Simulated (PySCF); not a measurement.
**C2HF2O2: g tensor and hyperfine couplings**

C2HF2O2 (doublet state).
Structure used (GFN2-xTB), in Å, numbered top down from 1:
```
atom  x, y, z in Å
O1     1.2720    1.2946    0.0640
C2     1.1812    0.1731    0.4483
O3     0.0466   -0.5744    0.4921
C4    -1.1626   -0.1368    0.1412
F5    -1.2911    0.8236   -0.7621
F6    -2.0305   -1.1178   -0.0823
H7     1.9878   -0.4574    0.8428
```

The hyperfine couplings belong to this conformer and change with its torsions.

The species is `O=CO[C](F)F` [radical].

Theory: UKS B3LYP, pcH-1 on C F H O, non-relativistic, mean-field spin-orbit, GIAO (PySCF). One conformer (not necessarily the lowest) at the GFN2-xTB geometry, without solvent, vibrations or thermal averaging. A GFN2-xTB geometry isn't a minimum of the functional, and hyperfine couplings can be far from their values at a DFT geometry. The SCF solution wasn't tested for stability.

* g1, g2, g3: 2.00192, 2.00338, 2.00439
* g_iso: 2.00323
* Form of g: rhombic: the two nearest values differ by 41 % of g3 − g1
* ⟨S²⟩: 0.7523 (exact 0.7500)

Isotropic coupling and dipolar principal values T1 to T3, in mT; ρ(0) is the spin density at the nucleus (MHz turned into mT with g_iso):

| atom | isotope | a_iso | T1 | T2 | T3 | Mulliken spin population | ρ(0) (bohr⁻³) |
| --- | --- | --- | --- | --- | --- | --- | --- |
| O1 | 17O | -0.12 | -0.57 | 0.27 | 0.30 | 0.05 | 0.0055 |
| C2 | 13C | -0.01 | -0.08 | -0.01 | 0.10 | 0.02 | -0.0002 |
| O3 | 17O | -1.51 | -1.03 | 0.47 | 0.56 | 0.03 | 0.0696 |
| C4 | 13C | 19.30 | -2.66 | -2.63 | 5.30 | 0.80 | 0.4813 |
| F5 | 19F | 12.22 | -7.91 | -7.21 | 15.12 | 0.06 | 0.0814 |
| F6 | 19F | 11.80 | -7.62 | -6.86 | 14.47 | 0.05 | 0.0786 |
| H7 | 1H | -0.02 | -0.12 | -0.07 | 0.19 | 0.00 | -0.0001 |

The largest Mulliken spin population is on C4 (+0.80). The angles at C4 add up to 344.5°, so it is pyramidal.

Under fast tumbling the dipolar parts average out, and these isotropic splittings remain: 2 × 19F (F5/F6, I = 1/2, 3 lines) with 12.01 mT.

Class means assume fast exchange of nuclei equivalent by connectivity; if that motion is slow, each nucleus keeps its own coupling.

The 17O coupling of O3 (-42.2 MHz) shows only in satellite lines or after enrichment, since that isotope makes up about 0.038 % of natural oxygen.

The 13C coupling of C4 (541.1 MHz) shows only in satellite lines or after enrichment, since that isotope makes up about 1.07 % of natural carbon.
